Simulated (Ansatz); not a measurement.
# C₈H₁₈: one species, many methods

One table from this session's results is given with a row withheld; the runs are named, their logs left out.

The runs use Ansatz 0.2.0, Gaussian basis; functionals in def2-TZVPP, the program's frozen cores in correlated methods.

Plan: PBE-D4, r2SCAN-D4, PBE0-D4, B3LYP-D4, ωB97X-V, ωB97M-V, B2PLYP; CCSD(T)/def2-TZVPP; MP2/def2-QZVPP; extrapolation to the limit.

## The relaxed structure

All runs share one geometry, relaxed beforehand with PBE0-D4 in a triple-zeta def2 set.

SMILES `CCC(CC)C(C)C`, 26 atoms, charge 0, spin multiplicity 1.

Atoms are counted from 1 here; the program's logs count them from 0.

Bond lengths: C1–C2 1.521 Å, C1–H9 1.092 Å, C1–H10 1.093 Å, C1–H11 1.093 Å, C2–C3 1.532 Å, C2–H12 1.094 Å, C2–H13 1.093 Å, C3–C4 1.531 Å, C3–C6 1.540 Å, C3–H14 1.101 Å, C4–C5 1.520 Å, C4–H15 1.097 Å, C4–H16 1.092 Å, C5–H17 1.094 Å, C5–H18 1.092 Å, C5–H19 1.092 Å, C6–C7 1.525 Å, C6–C8 1.524 Å and more. Angles: C2–C1–H9 110.8°, C2–C1–H10 111.9°, C2–C1–H11 111.8°, H9–C1–H10 107.4°, H9–C1–H11 107.4°, H10–C1–H11 107.4°, C1–C2–C3 115.1°, C1–C2–H12 109.1°, C1–C2–H13 109.4°, C3–C2–H12 108.5°, C3–C2–H13 109.1°, H12–C2–H13 105.1°, C2–C3–C4 112.0°, C2–C3–C6 113.0°, C2–C3–H14 106.4°, C4–C3–C6 111.4°, C4–C3–H14 107.1°, C6–C3–H14 106.6° and more.

Set-up of the first run:

in.yaml

```yaml
crystal:
  periodic: [false, false, false]
  atoms:
    - {symbol: C, position_ang: [1.290603, 1.442038, -1.277717]}
    - {symbol: C, position_ang: [1.273313, 0.846796, 0.121400]}
    - {symbol: C, position_ang: [0.034252, 0.010016, 0.456028]}
    - {symbol: C, position_ang: [-1.244162, 0.853081, 0.451497]}
    - {symbol: C, position_ang: [-1.185056, 2.108148, 1.306865]}
    - {symbol: C, position_ang: [-0.111235, -1.233633, -0.439647]}
    - {symbol: C, position_ang: [-1.255261, -2.133874, 0.014187]}
    - {symbol: C, position_ang: [1.172121, -2.052479, -0.507463]}
    - {symbol: H, position_ang: [2.193145, 2.037133, -1.434740]}
    - {symbol: H, position_ang: [1.271256, 0.668539, -2.049594]}
    - {symbol: H, position_ang: [0.433525, 2.097864, -1.450615]}
    - {symbol: H, position_ang: [1.356548, 1.653625, 0.855139]}
    - {symbol: H, position_ang: [2.168117, 0.236003, 0.266642]}
    - {symbol: H, position_ang: [0.176306, -0.357840, 1.484031]}
    - {symbol: H, position_ang: [-1.496358, 1.124026, -0.580792]}
    - {symbol: H, position_ang: [-2.072993, 0.236391, 0.806685]}
    - {symbol: H, position_ang: [-0.874103, 1.874136, 2.329576]}
    - {symbol: H, position_ang: [-0.485434, 2.847409, 0.910857]}
    - {symbol: H, position_ang: [-2.165820, 2.586278, 1.361990]}
    - {symbol: H, position_ang: [-0.344720, -0.888125, -1.455664]}
    - {symbol: H, position_ang: [-2.228461, -1.646605, -0.055484]}
    - {symbol: H, position_ang: [-1.299123, -3.036936, -0.599833]}
    - {symbol: H, position_ang: [-1.110353, -2.448451, 1.053301]}
    - {symbol: H, position_ang: [1.994051, -1.506690, -0.973461]}
    - {symbol: H, position_ang: [1.014330, -2.964668, -1.088288]}
    - {symbol: H, position_ang: [1.495503, -2.352182, 0.495088]}
basis:
  gaussian: {orbitals: def2-TZVPP}
hamiltonian: {xc: pbe, dispersion: d4}
output: {forces: true, orbitals: {seedname: orbitals}}
```

Among the steps run: PBE-D4 (GGA); r2SCAN-D4 (meta-GGA); PBE0-D4 (hybrid); B3LYP-D4 (hybrid); ωB97X-V (range-separated); ωB97M-V (range-separated); B2PLYP (double hybrid); CCSD(T) in def2-TZVPP; MP2 in def2-QZVPP.

One of the session's tables, all rows but one given; the rest of the session is left out.

It belongs to the step «Atomisation energies». 

```
            method  atomisation energy (kJ/mol)
            PBE-D4                      10533.2
         r2SCAN-D4                      10386.1
           PBE0-D4                      10441.0
          B3LYP-D4                      10374.2
           ωB97X-V                      10381.0
           ωB97M-V                      10395.4
            B2PLYP                            ?
     HF/def2-TZVPP                       7889.2
    MP2/def2-TZVPP                      10246.0
   CCSD/def2-TZVPP                      10050.6
CCSD(T)/def2-TZVPP                      10166.3
           MP2/CBS                      10449.7
       CCSD(T)/CBS                      10370.0
```

Estimate the missing values for B2PLYP.

As computed: atomisation energy (kJ/mol): 10264.5. In the column «atomisation energy (kJ/mol)» it lies between MP2/def2-TZVPP (10246.0) and CCSD(T)/CBS (10370.0).

Caveats from the session: Free atoms (8 C, 18 H) were run apart at each level; the atomisation energy is their sum less the molecule, without zero-point or spin-orbit terms.
